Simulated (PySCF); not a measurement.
# (CH3)2CHCH2F: NMR shifts at several levels of theory, part 2 of 2

PySCF 2.14.0. Atoms count from 0. The steps go on from the part before.

## Step 6: NMR shieldings: PBE0/IGLO-III

The job: settings as JSON, then the geometry in Å.

```
{"job": {"kind": "nmr", "xc": "PBE0", "basis": "IGLO-III", "pop": true}, "charge": 0, "multiplicity": 1}
C     -0.312782     1.362048    -0.411530
C      0.069720     0.122836     0.390530
C     -1.064038    -0.895942     0.430793
C      1.342056    -0.502708    -0.149051
F      1.157964    -0.929847    -1.445467
H     -0.497674     1.095672    -1.463382
H      0.487704     2.118253    -0.392458
H     -1.226625     1.827439    -0.012674
H      0.303059     0.431962     1.426459
H     -1.285044    -1.262679    -0.583206
H     -1.983852    -0.451831     0.840001
H     -0.802862    -1.766278     1.053072
H      2.171876     0.225778    -0.143327
H      1.639648    -1.374842     0.459294
```

With the program's defaults for keys left out, this is: GIAO PBE0/IGLO-III NMR shielding, non-relativistic, gas phase.

The program printed:

```text
coarse grid: 11016 points
cycle   1  E = -257.4444582938  dE =  2.599e-01  |g| = 5.381e-01  |ddm| = 2.201e+00
cycle   2  E = -257.4062912455  dE =  3.817e-02  |g| = 7.428e-01  |ddm| = 8.658e-01
cycle   3  E = -257.5004258385  dE = -9.413e-02  |g| = 6.732e-02  |ddm| = 5.461e-01
cycle   4  E = -257.5009854932  dE = -5.597e-04  |g| = 3.494e-02  |ddm| = 4.648e-02
cycle   5  E = -257.5012309971  dE = -2.455e-04  |g| = 5.614e-03  |ddm| = 2.083e-02
cycle   6  E = -257.5012370422  dE = -6.045e-06  |g| = 1.477e-03  |ddm| = 3.723e-03
final grid: 104784 points
cycle   7  E = -257.5041272392  dE = -1.076e-04  |g| = 8.743e-03  |ddm| = 8.794e-02
cycle   8  E = -257.5041171106  dE =  1.013e-05  |g| = 1.113e-02  |ddm| = 1.249e-02
cycle   9  E = -257.5041449256  dE = -2.782e-05  |g| = 1.048e-03  |ddm| = 5.841e-03
cycle  10  E = -257.5041450550  dE = -1.294e-07  |g| = 4.515e-04  |ddm| = 9.011e-04
cycle  11  E = -257.5041450865  dE = -3.156e-08  |g| = 7.399e-05  |ddm| = 3.166e-04
cycle  12  E = -257.5041450876  dE = -1.015e-09  |g| = 2.271e-05  |ddm| = 5.472e-05
cycle  13  E = -257.5041450877  dE = -1.029e-10  |g| = 3.293e-06  |ddm| = 1.265e-05
converged SCF energy = -257.5041450877

GIAO shielding tensors (ppm)
atom      isotropic    diamagn.    paramagn.     s11        s22        s33       span
  0 C      163.926     248.075     -84.148    143.040    162.281    186.458     43.418
  1 C      149.261     248.828     -99.567    142.791    147.862    157.131     14.340
  2 C      163.927     248.083     -84.156    143.061    162.276    186.446     43.385
  3 C       92.591     243.658    -151.066     60.759     81.175    135.840     75.081
  4 F      434.805     464.789     -29.984    402.108    444.869    457.438     55.330
  5 H       30.056      30.289      -0.233     26.454     29.105     34.608      8.154
  6 H       30.436      29.527       0.910     26.347     27.713     37.248     10.901
  7 H       30.507      29.485       1.021     26.197     28.819     36.504     10.307
  8 H       29.805      30.645      -0.840     26.092     27.822     35.501      9.409
  9 H       30.054      30.291      -0.237     26.455     29.106     34.601      8.146
 10 H       30.506      29.488       1.018     26.202     28.810     36.505     10.302
 11 H       30.437      29.530       0.907     26.345     27.719     37.247     10.902
 12 H       27.057      28.947      -1.889     23.104     27.046     31.022      7.919
 13 H       27.058      28.949      -1.892     23.097     27.047     31.029      7.932
```

Wall time 28 s (1 thread, shared host).

Key values: δ C3 91.2, C1 34.5, C0 19.8, F4 -260.2, H12 4.32, H8 1.57 ppm (means over like atoms).

## Step 7: NMR shieldings: PBE0/pcSseg-0

Same as in step 6 but for these lines:

```diff
@@ -1,2 +1,2 @@
-{"job": {"kind": "nmr", "xc": "PBE0", "basis": "IGLO-III", "pop": true}, "charge": 0, "multiplicity": 1}
+{"job": {"kind": "nmr", "xc": "PBE0", "basis": "pcSseg-0", "pop": true}, "charge": 0, "multiplicity": 1}
 C     -0.312782     1.362048    -0.411530
```

Method: GIAO PBE0/pcSseg-0 NMR shielding, non-relativistic, gas phase.

The program printed:

```text
coarse grid: 11016 points
cycle   1  E = -256.8094661768  dE =  2.294e-01  |g| = 4.477e-01  |ddm| = 3.236e+00
cycle   2  E = -256.7911321295  dE =  1.833e-02  |g| = 5.867e-01  |ddm| = 9.461e-01
cycle   3  E = -256.8496383858  dE = -5.851e-02  |g| = 3.305e-02  |ddm| = 5.044e-01
cycle   4  E = -256.8498000321  dE = -1.616e-04  |g| = 2.063e-02  |ddm| = 5.487e-02
cycle   5  E = -256.8498982978  dE = -9.827e-05  |g| = 1.121e-03  |ddm| = 2.297e-02
cycle   6  E = -256.8498985034  dE = -2.056e-07  |g| = 6.826e-04  |ddm| = 1.944e-03
final grid: 104784 points
cycle   7  E = -256.8088997329  dE = -2.379e-05  |g| = 5.098e-03  |ddm| = 2.551e-02
cycle   8  E = -256.8088984480  dE =  1.285e-06  |g| = 5.634e-03  |ddm| = 1.192e-02
cycle   9  E = -256.8089064551  dE = -8.007e-06  |g| = 4.615e-04  |ddm| = 6.518e-03
cycle  10  E = -256.8089064831  dE = -2.800e-08  |g| = 1.254e-04  |ddm| = 4.672e-04
cycle  11  E = -256.8089064855  dE = -2.442e-09  |g| = 2.798e-05  |ddm| = 1.528e-04
cycle  12  E = -256.8089064857  dE = -1.741e-10  |g| = 7.965e-06  |ddm| = 3.852e-05
converged SCF energy = -256.8089064857

GIAO shielding tensors (ppm)
atom      isotropic    diamagn.    paramagn.     s11        s22        s33       span
  0 C      171.615     245.697     -74.082    150.705    170.117    194.022     43.316
  1 C      163.207     244.267     -81.060    156.399    161.797    171.424     15.026
  2 C      171.613     245.703     -74.090    150.723    170.113    194.003     43.279
  3 C      101.030     242.843    -141.814     68.604     90.666    143.819     75.214
  4 F      456.915     472.116     -15.201    397.176    480.692    492.878     95.702
  5 H       31.175      28.907       2.268     27.259     30.191     36.075      8.816
  6 H       31.732      29.809       1.923     27.576     28.822     38.799     11.223
  7 H       31.746      29.854       1.893     27.191     29.894     38.154     10.963
  8 H       31.578      31.930      -0.352     27.823     29.361     37.551      9.728
  9 H       31.174      28.907       2.267     27.262     30.191     36.069      8.807
 10 H       31.746      29.855       1.891     27.196     29.888     38.154     10.958
 11 H       31.735      29.811       1.924     27.576     28.828     38.801     11.225
 12 H       28.292      28.921      -0.629     24.049     28.138     32.689      8.640
 13 H       28.292      28.925      -0.634     24.039     28.140     32.696      8.658
```

Wall time 3.9 s (1 thread, shared host).

Key values: δ C3 92.5, C1 30.3, C0 21.9, F4 -278.5, H12 4.54, H5 1.28 ppm (means over like atoms).

## Step 8: Shielding tensors: PBE0/pcSseg-2

Same as in step 7 but for these lines:

```diff
@@ -1,2 +1,2 @@
-{"job": {"kind": "nmr", "xc": "PBE0", "basis": "pcSseg-0", "pop": true}, "charge": 0, "multiplicity": 1}
+{"job": {"kind": "nmr", "xc": "PBE0", "basis": "pcSseg-2", "pop": true}, "charge": 0, "multiplicity": 1}
 C     -0.312782     1.362048    -0.411530
```

Method: GIAO PBE0/pcSseg-2 NMR shielding, non-relativistic, gas phase.

The program printed:

```text
coarse grid: 11016 points
cycle   1  E = -257.4380404643  dE =  2.561e-01  |g| = 5.381e-01  |ddm| = 2.246e+00
cycle   2  E = -257.4006988256  dE =  3.734e-02  |g| = 7.344e-01  |ddm| = 8.845e-01
cycle   3  E = -257.4945083715  dE = -9.381e-02  |g| = 6.682e-02  |ddm| = 5.532e-01
cycle   4  E = -257.4951057492  dE = -5.974e-04  |g| = 3.056e-02  |ddm| = 4.959e-02
cycle   5  E = -257.4952971746  dE = -1.914e-04  |g| = 5.683e-03  |ddm| = 2.291e-02
cycle   6  E = -257.4953033904  dE = -6.216e-06  |g| = 1.422e-03  |ddm| = 5.178e-03
final grid: 104784 points
cycle   7  E = -257.4976178745  dE = -1.147e-04  |g| = 8.490e-03  |ddm| = 7.302e-02
cycle   8  E = -257.4976081393  dE =  9.735e-06  |g| = 1.086e-02  |ddm| = 1.370e-02
cycle   9  E = -257.4976352471  dE = -2.711e-05  |g| = 9.814e-04  |ddm| = 7.370e-03
cycle  10  E = -257.4976353645  dE = -1.174e-07  |g| = 4.273e-04  |ddm| = 8.423e-04
cycle  11  E = -257.4976353925  dE = -2.795e-08  |g| = 6.965e-05  |ddm| = 3.365e-04
cycle  12  E = -257.4976353934  dE = -8.873e-10  |g| = 2.213e-05  |ddm| = 6.193e-05
converged SCF energy = -257.4976353934

GIAO shielding tensors (ppm)
atom      isotropic    diamagn.    paramagn.     s11        s22        s33       span
  0 C      163.849     242.973     -79.123    142.843    162.282    186.423     43.580
  1 C      149.350     242.225     -92.875    142.856    147.898    157.296     14.439
  2 C      163.851     242.987     -79.136    142.865    162.277    186.411     43.547
  3 C       92.065     238.209    -146.145     60.256     80.561    135.377     75.121
  4 F      434.715     468.440     -33.725    401.550    445.906    456.688     55.139
  5 H       29.935      30.258      -0.323     26.330     28.917     34.557      8.227
  6 H       30.303      29.759       0.544     26.179     27.522     37.208     11.029
  7 H       30.371      29.791       0.580     26.031     28.636     36.447     10.416
  8 H       29.686      31.024      -1.338     25.910     27.717     35.431      9.522
  9 H       29.934      30.261      -0.327     26.331     28.919     34.551      8.220
 10 H       30.370      29.795       0.575     26.036     28.627     36.447     10.412
 11 H       30.304      29.763       0.541     26.177     27.528     37.206     11.030
 12 H       26.965      29.288      -2.324     23.009     26.898     30.987      7.978
 13 H       26.965      29.294      -2.329     23.002     26.900     30.994      7.992
```

It took 42 s on 1 thread, shared host.

In short: δ C3 92.1, C1 34.8, C0 20.3, F4 -258.9, H12 4.28, H8 1.56 ppm (means over like atoms).

## Step 9: Side by side: NMR shifts

Shifts (ppm), means over like atoms, with basis size and wall time (the measured row can stand on another reference than the computed rows):

```
             run    C3    C1    C0   H12    H8    H5      F4  functions   time
    PBE0/cc-pVDZ  85.3  33.8  20.3  4.19  1.28  1.00  -238.3        115  8.1 s
    PBE0/cc-pVTZ  88.8  33.2  19.5  4.25  1.53  1.02  -252.6        276   30 s
PBE0/aug-cc-pVDZ  84.8  34.9  18.7  4.41  1.62  1.11  -243.0        196   18 s
   PBE0/IGLO-III  91.2  34.5  19.8  4.32  1.57  1.04  -260.2        265   28 s
   PBE0/pcSseg-0  92.5  30.3  21.9  4.54  1.25  1.28  -278.5         63  3.9 s
   PBE0/pcSseg-2  92.1  34.8  20.3  4.28  1.56  1.04  -258.9        306   42 s
        measured     –     –     –     –     –     –  -220.3          –      –
```

Measured: G. Saielli, R. Bini, A. Bagno, Computational 19F NMR. 2. Organic compounds, RSC Adv. 2014, ESI (exp. from Berger-Braun-Kalinowski 1994 and Everett 1995).

## Step 10: Results

What follows sums up all 2 parts.

```
                                                              quantity                    value
                                                           point group                       Cs
                                  rotational constants (main isotopes)     6.30, 4.01, 3.20 GHz
¹³C shifts against TMS (PBE0/cc-pVDZ, means over atoms taken as alike)     85.3, 33.8, 20.3 ppm
 ¹H shifts against TMS (PBE0/cc-pVDZ, means over atoms taken as alike)     4.19, 1.28, 1.00 ppm
                               ¹⁹F shifts against CFCl3 (PBE0/cc-pVDZ)               -238.3 ppm
                              measured, and computed on the same scale  F4 δ -220.3, -238.3 ppm
                                              range of the shift of F4     -278.5 to -238.3 ppm
```

Single values in the summary come from the first run of each kind that ended normally (PBE0/cc-pVDZ), which need not be the best level. Relaxing lowered the energy by 0.027 eV in 3 steps; the close pair that moved most is C3–F4, from 1.360 to 1.377 Å. At PBE0/cc-pVDZ: Shielding is most anisotropic at C3 (span 68 ppm, paramagnetic term -131 ppm). The one measured ¹⁹F shift is missed by -18.0 ppm (computed less measured, unscaled). Vibration, temperature and solvent are missing from the calculation, and it holds one conformer, so part of the miss against the measured shifts is not the functional's. In ppm, F4 moves most: its shift spreads over 40.3 ppm, from -278.5 (PBE0/pcSseg-0) to -238.3 (PBE0/cc-pVDZ). Part of that comes from the computed reference. For the one measured ¹⁹F shift, PBE0/cc-pVDZ misses least (18.0 ppm, 8.1 s) and PBE0/pcSseg-0 most (58.2 ppm, 3.9 s). One molecule ranks no method: errors cancel, and vibration and temperature are missing from all runs.
